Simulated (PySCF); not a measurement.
**Which basis set comes closest?**

Molecule: `CC(C)(C)C#N`, C5H9N.

Cartesian coordinates in Å; atom numbers follow the order of the lines, from 1:
```xyz
15

C     0.816    1.239    0.053
C    -0.122    0.028    0.150
C    -0.960   -0.106   -1.128
C     0.686   -1.255    0.396
C    -1.031    0.232    1.289
N    -1.742    0.387    2.189
H     0.249    2.168   -0.105
H     1.415    1.352    0.968
H     1.503    1.104   -0.797
H    -1.645   -0.964   -1.067
H    -0.292   -0.256   -1.991
H    -1.557    0.800   -1.307
H     1.281   -1.179    1.317
H     0.026   -2.130    0.482
H     1.373   -1.419   -0.449
```

Geometry PBE0-D3(BJ)/def2-SVP throughout; GIAO in PySCF, gas phase, one conformer, non-relativistic; equivalent atoms averaged; functional PBE0.

Reference values (measured; solution, not stated per compound (mostly CDCl3 or CCl4); Pretsch, Buehlmann, Badertscher, Structure Determination of Organic Compounds, 4th ed. (2009)): δ(C2) = 28.1 ppm, δ(C1/C3/C4) = 28.5 ppm, δ(H7/H8/H9/H10/H11/H12/H13/H14/H15) = 1.37 ppm. Computed shifts are taken against TMS, calculated as an isolated molecule at each level.

Question: How do the basis sets STO-3G, 6-31G, pcSseg-0, 6-31G*, def2-SVP, cc-pVDZ, pcSseg-1, 6-311+G(2d,p), aug-cc-pVDZ, def2-TZVP, IGLO-III, cc-pVTZ perform against the reference? Times are CPU seconds on shared hosts with different chips, so compare them loosely.

Answer: 
```
    basis set  functions    C2  C1/C3/C4  H7/H8/H9/H10/H11/H12/H13/H14/H15  mean abs. error C  abs. error H  core-s
       STO-3G         39  33.2      25.9                              1.23                3.9          0.14     5.4
        6-31G         72  28.1      29.6                              1.55                0.6          0.18      10
     pcSseg-0         72  28.7      32.6                              1.50                2.3          0.13     5.9
       6-31G*        102  25.8      28.0                              1.28                1.4          0.09      16
     def2-SVP        129  25.5      28.9                              1.14                1.5          0.23      21
      cc-pVDZ        129  30.8      29.9                              1.18                2.0          0.19      13
     pcSseg-1        147  27.5      30.4                              1.26                1.2          0.11      14
6-311+G(2d,p)        216  29.2      29.1                              1.21                0.8          0.16      43
  aug-cc-pVDZ        219  30.3      28.4                              1.31                1.2          0.06      29
    def2-TZVP        240  29.7      30.0                              1.22                1.5          0.15      53
     IGLO-III        300  30.3      30.5                              1.24                2.1          0.13      45
      cc-pVTZ        306  29.3      29.7                              1.22                1.2          0.15      48
```

For 13C the closest is 6-31G (0.6 ppm, with 6-311+G(2d,p) practically level) and the furthest STO-3G (3.9 ppm).

For 1H the closest is aug-cc-pVDZ (0.06 ppm) and the furthest def2-SVP (0.23 ppm). Where a smaller basis beats a larger one, errors probably cancel. One molecule is a small sample, and vibrational and solvent effects are absent from the calculation.

A small basis that lands close on one nucleus may do so by chance; judge by the trend and by all nuclei.
